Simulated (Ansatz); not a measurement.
Compare A (`CSC(=O)O`) with its isomer B (`O=CC(O)S`).

Program: Ansatz. Geometries: PBE0-D4/def2-TZVP. ΔE: electronic, gas phase. CCSD(T)/CBS adds triple-zeta CCSD(T) − MP2 to the extrapolated MP2 energy (def2 sets, frozen cores). DFT in def2-TZVPP. B3LYP here is the variant with VWN-RPA as its local correlation; programs differ in this. One conformer a species, not always the lowest.

Question: Which is lower in electronic energy at CCSD(T)/CBS, and by how much? (Estimate.)

Answer: The calculation gave: A, by 95.9 kJ/mol.

Question: Give E(B) − E(A) in kJ/mol with B2PLYP, PBE0-D4, LDA (SPW92), B3LYP, r2SCAN-D4, MP2/def2-TZVPP, CCSD/def2-TZVPP. (Best estimate.)

Answer: Ansatz gave: B2PLYP 102.8, PBE0-D4 104.3, LDA (SPW92) 103.1, B3LYP 103.1, r2SCAN-D4 109.8, MP2/def2-TZVPP 101.5, CCSD/def2-TZVPP 92.6. None reverses the order clearly.

Question: Does the order hold for the free energy at 298.15 K (harmonic terms from PBE0-D4)? (Best estimate.)

Answer: Ansatz gave: Yes: G(B) − G(A) = +91.0 kJ/mol, for one conformer each.

Largest T1 diagnostic: 0.015.

At CCSD(T), def2-SVP lies −4.8 kJ/mol from the extrapolated value and def2-TZVPP −2.1 kJ/mol. Leaving LDA and LC-ωPBE aside and taking each functional with its dispersion term where it has one, the values, not all of them listed here, spread over 9.1 kJ/mol, from ωB97M-V to r2SCAN-D4.
